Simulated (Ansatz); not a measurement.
## BH$_{4}$⁺, quintet: the ladder up to UCCSDT(Q)

Geometry: that of the BH4⁺, triplet, kept fixed. The triplet lies 12.2 eV lower here.

```csv
atom,x (Å),y (Å),z (Å)
B,0.0000,0.0000,0.0000
H,0.4725,0.4863,1.0573
H,-0.4858,-0.4709,1.0582
H,-0.4719,0.4714,-1.0643
H,0.4852,-0.4868,-1.0513
```

Basis cc-pVDZ; Ansatz 0.2.0. Correlated methods freeze the noble-gas cores, which leaves 6 electrons in 33 orbitals. Prefix R: restricted or restricted open-shell reference; prefix U: unrestricted. Active spaces: valence = (6e, 8o) chosen from the atoms' valence shells.

Full CI isn't at hand for all of this; UCCSDT(Q) serves as the reference, and is uncertain by about the last step of the cluster series. The frozen core follows each run's orbitals, which can shift R against U totals by a few meV.

Coupled cluster chose its determinant by trial CCSD, here up to 0.35 eV above the lowest Hartree–Fock solution of its kind, and MP2 stands on that determinant too.

* UHF ⟨S²⟩: 6.007
* ⟨S²⟩ of the determinant under UCCSD: 6.005
* T1 diagnostic (RCCSD): 0.0204
* largest doubles amplitude (RCCSD): 0.135
* T1 diagnostic (UCCSD): 0.0198

```tsv
level	E − E(UCCSDT(Q)) (kcal/mol)	share of correlation (%)	wall time
RMP2	20.56	73.45	–
UMP2	21.11	72.75	–
RCCSD	3.99	94.84	–
UCCSD	3.94	94.91	–
RCCSD(T)	0.96	98.76	44 s
UCCSD(T)	0.95	98.78	42 s
BCCD(T)	1.01	98.70	48 s
RCCSDT	0.17	99.77	–
UCCSDT	0.17	99.78	–
RCCSDT(Q)	0.01	99.99	65 s
```

The correlation energy at UCCSDT(Q), counted from the determinant under the R cluster runs, is -3.359 eV. That run took 54 s on 1 thread of Intel Xeon, shared host.

Run but not shown, since their state or frozen core can't be matched to the reference's or they repeat it: RHF, UHF, CISD, CASSCF (valence space), NEVPT2 (valence space), MRCISD (valence space), MRCISD+Q (valence space).

Times hold each run's SCF and search for its determinant on a shared host, so for small cases they say little of a method's own cost; they ran on 1 thread of Intel Xeon.

Natural occupations of CASSCF (valence space) about the gap: 1.896 1.048 1.000 1.000 0.948 0.039 0.039 0.030; effectively unpaired electrons, Σ n²(2−n)², 4.04.
